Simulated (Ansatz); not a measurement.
Geometry optimisation, RKS revPBE-D4/def2-SVP (Ansatz 0.2.0).

The input (input.yaml):

```yaml
crystal:
  periodic: [false, false, false]
  atoms:
    - { symbol: Si, position_ang: [0.383499, -0.005159, -0.109804] }
    - { symbol: H, position_ang: [0.519989, 0.04422, 1.357477] }
    - { symbol: H, position_ang: [1.729395, 0.067843, -0.785457] }
    - { symbol: H, position_ang: [-0.459912, 1.153775, -0.564083] }
    - { symbol: H, position_ang: [-0.293577, -1.290646, -0.49361] }
    - { symbol: Si, position_ang: [-2.745652, 0.006496, 1.292532] }
    - { symbol: H, position_ang: [-2.99541, -0.880843, 0.105956] }
    - { symbol: H, position_ang: [-3.589961, -0.465932, 2.450847] }
    - { symbol: H, position_ang: [-3.120776, 1.42057, 0.943483] }
    - { symbol: H, position_ang: [-1.324494, -0.050323, 1.690058] }
basis:
  gaussian: { orbitals: def2-SVP }
hamiltonian:
  xc: revpbe
  dispersion: d4
relax:
  f_tol: 0.03
  max_steps: 50
```

Run as:

```bash
$ ansatz run input.yaml --threads 1 --pin off --max-ram 2048MiB --backend cpu --events-out ev --progress --plain --runs-dir out
```

Where does it end, and by what steps?

The run converged. The force dipped under the threshold on the way, but the program's further checks kept it going. After 11 steps the energy has fallen by 0.225 eV; H2 moved furthest, 0.73 Å.

```json
{"step": "0", "energy less start (eV)": "0.0000", "largest force component (eV/Å)": "0.812", "accepted": "yes"}
{"step": "1", "energy less start (eV)": "-0.1434", "largest force component (eV/Å)": "0.150", "accepted": "yes"}
{"step": "2", "energy less start (eV)": "-0.1783", "largest force component (eV/Å)": "0.166", "accepted": "yes"}
{"step": "3", "energy less start (eV)": "-0.2122", "largest force component (eV/Å)": "0.141", "accepted": "yes"}
{"step": "4", "energy less start (eV)": "-0.2203", "largest force component (eV/Å)": "0.017", "accepted": "yes"}
{"step": "5", "energy less start (eV)": "-0.2212", "largest force component (eV/Å)": "0.029", "accepted": "yes"}
{"step": "6", "energy less start (eV)": "-0.2219", "largest force component (eV/Å)": "0.035", "accepted": "yes"}
{"step": "7", "energy less start (eV)": "-0.2229", "largest force component (eV/Å)": "0.040", "accepted": "yes"}
{"step": "8", "energy less start (eV)": "-0.2239", "largest force component (eV/Å)": "0.049", "accepted": "yes"}
{"step": "9", "energy less start (eV)": "-0.2245", "largest force component (eV/Å)": "0.034", "accepted": "yes"}
{"step": "10", "energy less start (eV)": "-0.2250", "largest force component (eV/Å)": "0.020", "accepted": "yes"}
{"step": "11", "energy less start (eV)": "-0.2252", "largest force component (eV/Å)": "0.016", "accepted": "yes"}
```

```xyz
10
Properties=species:S:1:pos:R:3
Si 0.642 -0.015 -0.218
H 1.215 0.148 1.161
H 1.724 0.197 -1.239
H -0.446 1.000 -0.430
H 0.072 -1.398 -0.370
Si -3.023 0.014 1.395
H -3.063 -0.821 0.146
H -4.165 -0.366 2.294
H -3.126 1.470 1.035
H -1.725 -0.229 2.113
```

The run took 7.7 s on 1 thread of AMD EPYC 9R45 96-Core Processor (Zen 5) (shared host), peak memory 0.14 GiB.
